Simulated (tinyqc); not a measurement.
Orbital energy against energy difference: ionisation energy by orbital energies and by energy differences in the 6-31g basis, for HF, spin multiplicity 1. Computed by the program tinyqc with PySCF. Command: `OMP_NUM_THREADS=1 python tinyqc.py 111218 111219 out.jsonl`; one thread of a shared host (Intel(R) Xeon(R) Processor @ 2.60GHz), about 6 s.

Geometry (angstrom):
```
atom       x       y       z
F     0.0000  0.0000  0.0000
H     0.0000  0.0000  0.8020
```

CCSD(T) difference in the same basis = 15.7635 eV

IP-EOM-CCSD = 15.4629 eV

The cation is unrestricted; errors are against CCSD(T) in this basis, not against experiment.

First vertical ionisation energy (eV):
```
method     -e(HOMO)  E(cation) - E  error of -e(HOMO)  error of the difference
HF           17.470       14.75171              1.706                   -1.012
LDA           8.586       16.60664             -7.177                    0.843
PBE           8.463       16.19411             -7.301                    0.431
B3LYP        10.553       16.27235             -5.210                    0.509
PBE0         11.008       16.15581             -4.755                    0.392
CAM-B3LYP    12.509       16.26482             -3.254                    0.501
LC-wPBE      13.842       16.32476             -1.922                    0.561
```

Koopmans errs by +1.71 eV and Delta-HF by -1.01 eV: relaxation, 2.72 eV, lowers the value and the missing correlation difference works against it. The PBE level is off by -7.3 eV through the wrong tail of its potential, though its energy difference is off by +0.43 eV; exact exchange deepens the level, and among the orbital energies HF comes closest; among the differences PBE0 does.
